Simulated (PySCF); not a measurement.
Species: trifluoroacetaldehyde, C2HF3O.
Bonds: O1–C2 (double), C2–C3, C3–F4, C3–F5, C3–F6. Hydrogens: H7 on C2.

A linear-response calculation (PySCF, def2-SVPD basis, gas phase, vertical, core orbitals frozen in the response) gave these numbers; the functional is withheld.

Orbital energies (eV): HOMO-3 -12.72, HOMO-2 -12.58, HOMO-1 -12.38, HOMO -8.87, LUMO -2.29, LUMO+1 0.70, LUMO+2 1.53.

```tsv
state	E (eV)	f	main configurations (H = HOMO, L = LUMO)
S1	4.13	0.0000	H→L (99%)
S2	8.27	0.024	H→L+1 (94%)
S3	8.52	0.0017	H-3→L (93%)
S4	8.84	0.0019	H-2→L (97%)
S5	9.08	0.0003	H-4→L (78%), H-6→L (12%)
S6	9.22	0.073	H→L+3 (37%), H→L+2 (26%), H-1→L (24%)
```

Triplets, Tamm–Dancoff:

```csv
state,E (eV),λ (nm),"main configurations (H = HOMO, L = LUMO)"
T1,3.42,362.8,H→L (99%)
T2,5.90,210.1,"H-1→L (88%), H-5→L (9%)"
T3,7.64,162.3,"H-3→L (68%), H-4→L (12%), H-6→L (11%)"
T4,8.00,154.9,"H→L+1 (89%), H→L+2 (8%)"
```

Vertical ionisation energy by ΔSCF with the same functional: 11.48 eV. Mean static polarisability: 30.8 au.

Task: Name the functional.
A. PBE
B. CAM-B3LYP
C. HF
D. PBE0

Result: D. PBE0 is a global hybrid with 25% exact exchange. In this run −ε(HOMO) = 8.87 eV differs from the ΔSCF value by -2.61 eV, and S1 differs from the orbital gap of 6.58 eV by -2.45 eV. The ratio −ε(HOMO)/IP is 0.77. Usual ranges for neutral molecules in this basis: 0.7 to 0.83 with PBE0, 0.5 to 0.7 with PBE, 0.85 to 0.93 with CAM-B3LYP; Hartree–Fock can't fall below 1, since the ion's relaxation only lowers the ΔSCF value.

Method used: PySCF 2.14.0, density-fitted response routines, TDDFT PBE0/def2-SVPD, vertical, gas phase, core orbitals frozen in the response. Isolated species at its PBE0-D3(BJ)/def2-SVP geometry, gas phase.

Conformer computed: `[O:1]=[CH:2][C:3]([F:4])([F:5])[F:6]`: O1–C2–C3–F4 127°.
